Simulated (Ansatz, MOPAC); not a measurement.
Barrier height from FH + H to the transition structure FH2, without zero-point energy, on the benchmark's geometries as Psi4's copy of the set gives them.
Transition structure (charge 0, multiplicity 2, Z-matrix in Å and degrees):
```
F
H 1 1.4662
H 2 0.7746 1 152.03
```

Open shells are unrestricted; no spin–orbit coupling.

Cores are frozen in the correlated methods. CBS: X⁻³ extrapolation of the correlation energy, Hartree–Fock from the larger set. The state reached by AM1 isn't checked.

Run with Ansatz (Gaussian basis) for Hartree–Fock, density functionals and correlated methods; MOPAC for AM1 (differences of heats of formation). Values without a source in brackets are computed.

```json
[
 {"level": "AM1", "barrier height (kcal/mol)": "37.22"},
 {"level": "PBE/def2-TZVPPD", "barrier height (kcal/mol)": "24.68"},
 {"level": "BLYP/def2-TZVPPD", "barrier height (kcal/mol)": "20.26"},
 {"level": "B97M-V/def2-TZVPPD", "barrier height (kcal/mol)": "25.05"},
 {"level": "wB97M-V/def2-TZVPPD", "barrier height (kcal/mol)": "29.04"},
 {"level": "MP2/aug-cc-pVTZ", "barrier height (kcal/mol)": "44.56"},
 {"level": "MP2/CBS(aug-cc-pVTZ, aug-cc-pVQZ)", "barrier height (kcal/mol)": "45.84"},
 {"level": "CCSD/cc-pVDZ", "barrier height (kcal/mol)": "28.44"},
 {"level": "CCSD(T)/CBS(aug-cc-pVTZ, aug-cc-pVQZ)", "barrier height (kcal/mol)": "[?]"}
]
```

Task: Complete the blanks.

Result: 
- CCSD(T)/CBS(aug-cc-pVTZ, aug-cc-pVQZ), barrier height (kcal/mol): 33.77

Ansatz is an electronic-structure program.
